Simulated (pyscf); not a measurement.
Cl⁻ (SMILES [Cl-]) + H₃C–Cl (SMILES CCl) → H₃C–Cl (SMILES CCl) + Cl⁻ (SMILES [Cl-]) (substitution at C; singlet surface; C–Cl broken, C–Cl formed). Structures and frequencies: ωB97X-D3(BJ)/def2-SVPD in PySCF. Correlated levels are frozen-core, on RHF or UHF. ΔMP2 is the change of the MP2 total energy from the triple- to the quadruple-zeta basis. Energies in kJ/mol from the separated reactants.

```
level                                  barrier  reaction energy
----------------------------------  ----------  ---------------
ωB97X-D3(BJ)/def2-TZVPD                   18.0              0.0
r²SCAN/def2-TZVPD                        -12.0              0.0
PBE0-D3(BJ)/def2-TZVPD                     2.9              0.0
HF/def2-TZVPD                             34.9              0.0
MP2/def2-QZVPPD                           19.2              0.0
CCSD(T)/def2-TZVPPD                       11.4              0.0
CCSD(T)/def2-TZVPPD + ΔMP2(QZVPPD)  (withheld)              0.0
```

### Question
Some entries are withheld; supply them.

### Answer

- CCSD(T)/def2-TZVPPD + ΔMP2(QZVPPD), barrier: 12.3

Of the functionals in the table, ωB97X-D3(BJ) is closest to CCSD(T)/def2-TZVPPD + ΔMP2(QZVPPD) in the barrier (5.7 kJ/mol apart) and r²SCAN least close (24.2 kJ/mol); that level has limits of its own. On the reactant side the descent ends in a bound adduct, 42.9 kJ/mol under the separated species and 60.9 kJ/mol under the saddle at ωB97X-D3(BJ)/def2-TZVPD. On the product side the descent ends in a bound adduct, 42.9 kJ/mol under the separated species and 60.9 kJ/mol under the saddle at ωB97X-D3(BJ)/def2-TZVPD. At r²SCAN the saddle lies under the separated reactants, which points to a path from their complex (located at ωB97X-D3(BJ) alone). At r²SCAN the saddle lies under the separated products, which points to a path from their complex (located at ωB97X-D3(BJ) alone). This is the saddle that the search found; another between the same sides may lie lower. The angle at the attacked C is 180°. The CCSD(T) − MP2 part came from Ansatz, without density fitting, on the same reference.
